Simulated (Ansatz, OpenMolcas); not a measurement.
**BH3 (SMILES [H]B([H])[H]): methods side by side**

The species is BH3 (4 atoms), meant as a singlet with charge 0. SMILES: `[H]B([H])[H]`. The coordinates come from a GFN2-xTB relaxation.

```xyz
4

B     0.0001    0.0000   -0.0014
H     1.1639   -0.0303    0.0153
H    -0.5553    1.0234   -0.0186
H    -0.6086   -0.9931    0.0048
```

Each level gives the energy change with the B1–H4 bond stretched from 1.165 to 2.330 Å (eV). The values are calculated.

```json
{"level": "HF/6-31G* (spherical functions) (restricted)", "kind": "Hartree–Fock", "program": "Ansatz", "value (eV)": "4.26", "less CCSDT/6-31G*": "+0.89", "CPU time (all runs)": "0.18 s"}
{"level": "SVWN5/6-31G* (spherical functions) (restricted)", "kind": "LDA", "program": "Ansatz", "value (eV)": "3.54", "less CCSDT/6-31G*": "+0.17", "CPU time (all runs)": "0.75 s"}
{"level": "revPBE/6-31G* (spherical functions) (restricted)", "kind": "GGA", "program": "Ansatz", "value (eV)": "3.50", "less CCSDT/6-31G*": "+0.13", "CPU time (all runs)": "1.1 s"}
{"level": "r2SCAN/6-31G* (spherical functions) (restricted)", "kind": "meta-GGA", "program": "Ansatz", "value (eV)": "3.72", "less CCSDT/6-31G*": "+0.35", "CPU time (all runs)": "2.5 s"}
{"level": "B3LYP/6-31G* (spherical functions) (restricted)", "kind": "global hybrid", "program": "Ansatz", "value (eV)": "3.76", "less CCSDT/6-31G*": "+0.39", "CPU time (all runs)": "1.1 s"}
{"level": "wB97M-V/6-31G* (spherical functions) (restricted)", "kind": "range-separated hybrid", "program": "Ansatz", "value (eV)": "3.92", "less CCSDT/6-31G*": "+0.55", "CPU time (all runs)": "13 s"}
{"level": "B2PLYP/6-31G* (spherical functions) (restricted)", "kind": "double hybrid", "program": "Ansatz", "value (eV)": "3.84", "less CCSDT/6-31G*": "+0.47", "CPU time (all runs)": "1.5 s"}
{"level": "CCSDT/6-31G* (spherical functions) (restricted)", "kind": "coupled cluster or CI", "program": "Ansatz", "value (eV)": "3.37", "less CCSDT/6-31G*": "0.00", "CPU time (all runs)": "0.58 s"}
{"level": "FCI/3-21G", "kind": "exact in the basis", "program": "OpenMolcas", "value (eV)": "3.19", "less CCSDT/6-31G*": "-0.18", "CPU time (all runs)": "7.3 s"}
```

Differences are taken from CCSDT/6-31G* (spherical functions) (restricted) for orientation; it has basis-set and higher-order errors of its own. Its T1 diagnostic reaches 0.033, a sign that one reference may not serve. At this stretch a single reference begins to fail. Spin-restricted single references rise too steeply as a bond breaks, Hartree–Fock most of all. The first shape isn't each level's own minimum. The values span 3.19 to 4.26 eV. High-level rows in very small sets aren't better than simpler rows in larger ones. CPU times are rough (shared hosts, several kinds of processor): they show what a rung costs within a factor of a few.
